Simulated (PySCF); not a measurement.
# Fluorine: a sound run and one with changed settings

Sound run: F [He] 2s2 2p5, F⁺ [He] 2s2 2p4. All numbers are calculated (PySCF 2.14, the non-relativistic Hamiltonian (point nucleus), in aug-cc-pVDZ (4s3p2d, 23 functions)). In the sound run the correlated levels freeze 1s2. The sound run starts from symmetry-adapted Hartree-Fock orbitals and uses a fine grid where one is needed.

Changed run: initial guess 1e, at most 50 SCF cycles.

```
species   method  sound run (hartree)  changed run (hartree)  converged
      F      UHF            -99.38109              -99.38109        yes
      F   r2SCAN            -99.69641              -99.69641        yes
      F  CCSD(T)            -99.55007              -99.55007        yes
     F⁺   M06-2X            -99.06048              -99.06048        yes
     F⁺      MP2            -98.90483              -98.90483        yes
```

Here the plain start reaches the same solutions.
